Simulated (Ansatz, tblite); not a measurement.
Cost and result up the ladder for the cluster Al3H4⁻ (7 atoms). Total charge -1; singlet. Geometry: r2SCAN-D4/def2-TZVPD.

```xyz
7

Al   -0.622   -1.049   -0.061
Al    0.755    0.954   -1.228
Al    0.403    1.015    1.341
H     0.032   -2.528    0.061
H    -0.102    1.963   -0.060
H    -2.223   -1.193   -0.274
H     1.757    0.838    0.221
```

Ansatz on 4 threads of Arm Neoverse V2 on a shared host; xTB runs through tblite on one thread. Times are rough, summed over both states, and most runs start from the orbitals of an earlier one. No level here is sound enough to serve as a yardstick. The other state is a triplet.

The xTB rows come from tblite. The structure comes from a short search, and lower isomers may exist.

xTB has no spin-polarisation term.

| level | functions | wall time |
| --- | --- | --- |
| GFN1-xTB | 35 | 0.008 s |
| GFN2-xTB | 31 | 0.008 s |
| PBE-D4/def2-TZVPD (with forces) | 165 | 4.3 s |
| PBE0-D4/def2-TZVPD | 165 | 5.5 s |
| r2SCAN-D4/def2-TZVPD | 165 | 9.1 s |

Question: Estimate what each level gives for the vertical triplet (eV).

Answer: 
```tsv
level	vertical triplet (eV)	remarks
GFN1-xTB	2.65	–
GFN2-xTB	0.92	–
PBE-D4/def2-TZVPD (with forces)	0.55	HOMO above zero (singlet), HOMO above zero (triplet), restricted SCF unstable in HF (singlet)
PBE0-D4/def2-TZVPD	0.52	HOMO above zero (triplet), restricted SCF unstable in HF (singlet)
r2SCAN-D4/def2-TZVPD	0.42	HOMO above zero (singlet), HOMO above zero (triplet), restricted SCF unstable in HF (singlet)
```
